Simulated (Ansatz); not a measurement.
**C6H14O: taking an electron away**

Aim: the vertical ionisation energy of C6H14O, as cation minus neutral at the neutral's geometry, on several levels, and how well −ε(HOMO) stands in for it.

Method: unrestricted cation, the program's frozen cores in correlated methods; program: Ansatz 0.2.0, Gaussian basis.

Plan: UKS PBE-D4/def2-TZVPP; UKS r2SCAN-D4/def2-TZVPP; UKS PBE0-D4/def2-TZVPP; UKS B3LYP-D4/def2-TZVPP; UKS wB97X-V/def2-TZVPP; UKS wB97M-V/def2-TZVPP; UKS B2PLYP/def2-TZVPP; UHF-CCSD(T)/def2-TZVPP; UHF-MP2/def2-QZVPP; extrapolation to the limit; then −ε(HOMO) from the neutral's earlier runs with LDA (SPW92), PBE-D4, revPBE-D4, BLYP-D4, r2SCAN-D4, B97M-V, PBE0-D4, B3LYP-D4, r2SCANh-D4, r2SCAN0-D4, HSE06-D4, BHLYP-D4, CAM-B3LYP-D4, LC-ωPBE, ωB97X-V, ωB97M-V.

## 1. The geometry

All runs share one geometry, relaxed beforehand with PBE0-D4 in a triple-zeta def2 set.

21 atoms, charge 0, spin multiplicity 1.

Atoms are counted from 1 here; the program's logs count them from 0.

Bond lengths: C1–C2 1.519 Å, C1–H8 1.094 Å, C1–H9 1.094 Å, C1–H10 1.092 Å, C2–C3 1.519 Å, C2–H11 1.094 Å, C2–H12 1.095 Å, C3–O4 1.405 Å, C3–H13 1.094 Å, C3–H14 1.102 Å, O4–C5 1.405 Å, C5–C6 1.511 Å, C5–H15 1.103 Å, C5–H16 1.100 Å, C6–C7 1.518 Å, C6–H17 1.094 Å, C6–H18 1.094 Å, C7–H19 1.094 Å and more. Angles: C2–C1–H8 111.3°, C2–C1–H9 111.2°, C2–C1–H10 111.4°, H8–C1–H9 107.5°, H8–C1–H10 107.6°, H9–C1–H10 107.6°, C1–C2–C3 111.5°, C1–C2–H11 109.6°, C1–C2–H12 110.4°, C3–C2–H11 110.0°, C3–C2–H12 108.4°, H11–C2–H12 106.8°, C2–C3–O4 114.3°, C2–C3–H13 109.4°, C2–C3–H14 109.8°, O4–C3–H13 105.8°, O4–C3–H14 110.0°, H13–C3–H14 107.2° and more.

## 2. Cation, UKS PBE-D4/def2-TZVPP

Input file in.yaml:

```yaml
crystal:
  periodic: [false, false, false]
  atoms:
    - {symbol: C, position_ang: [-0.641076, -3.387331, -0.271457]}
    - {symbol: C, position_ang: [-0.351081, -1.942802, -0.640930]}
    - {symbol: C, position_ang: [0.682031, -1.327358, 0.286749]}
    - {symbol: O, position_ang: [1.070854, -0.023004, -0.063752]}
    - {symbol: C, position_ang: [0.118241, 0.965164, 0.234977]}
    - {symbol: C, position_ang: [0.720393, 2.324696, -0.031442]}
    - {symbol: C, position_ang: [-0.256553, 3.449592, 0.261329]}
    - {symbol: H, position_ang: [-1.031963, -3.465935, 0.747026]}
    - {symbol: H, position_ang: [0.264141, -3.998859, -0.324578]}
    - {symbol: H, position_ang: [-1.379260, -3.830086, -0.942897]}
    - {symbol: H, position_ang: [-1.278092, -1.362185, -0.607550]}
    - {symbol: H, position_ang: [0.024521, -1.879102, -1.667048]}
    - {symbol: H, position_ang: [1.596416, -1.928200, 0.261368]}
    - {symbol: H, position_ang: [0.309230, -1.343638, 1.323916]}
    - {symbol: H, position_ang: [-0.186677, 0.884573, 1.291707]}
    - {symbol: H, position_ang: [-0.790048, 0.837437, -0.372859]}
    - {symbol: H, position_ang: [1.622553, 2.432664, 0.578063]}
    - {symbol: H, position_ang: [1.042984, 2.362649, -1.076354]}
    - {symbol: H, position_ang: [-1.154858, 3.367968, -0.357099]}
    - {symbol: H, position_ang: [0.192535, 4.424616, 0.063052]}
    - {symbol: H, position_ang: [-0.574281, 3.439129, 1.307771]}
basis:
  gaussian: {orbitals: def2-TZVPP}
total_charge: 1
magnetization: {spin_polarized: true, initial_magnetization: 1}
hamiltonian: {xc: pbe, dispersion: d4}
```

The run is started by

```bash
$ ansatz run in.yaml --threads 2 --pin off --events-out ev --progress --plain --max-ram 32768MiB --backend cuda --devices 0, --max-vram 18GiB
```

Further steps of the session: Cation, UKS r2SCAN-D4/def2-TZVPP; Cation, UKS PBE0-D4/def2-TZVPP; Cation, UKS B3LYP-D4/def2-TZVPP; Cation, UKS wB97X-V/def2-TZVPP; Cation, UKS wB97M-V/def2-TZVPP; Cation, UKS B2PLYP (frozen core)/def2-TZVPP; Cation, UHF-CCSD(T)/def2-TZVPP; Cation, UHF-MP2/def2-QZVPP.

Q: Predict the results of all the runs planned. Wanted: ionisation energy, CCSD(T)/CBS; nearest functional by difference; nearest −ε(HOMO); −ε(HOMO) of PBE; T1 of the cation.

**Answer**, as computed:

| quantity | value |
| --- | --- |
| ionisation energy, CCSD(T)/CBS | 9.70 eV |
| nearest functional by difference | ωB97X-V (-0.27 eV) |
| nearest −ε(HOMO) | ωB97X-V (-0.03 eV) |
| −ε(HOMO) of PBE | 5.66 eV |
| T1 of the cation | 0.024 |

By cation minus neutral, the functionals miss by 0.74 eV at most. The PBE orbital energy is 4.0 eV too small: a semilocal HOMO is no ionisation energy. Among orbital estimates ωB97X-V comes nearest. Hartree-Fock falls 1.33 eV short, as the neutral has more correlation energy than the cation.
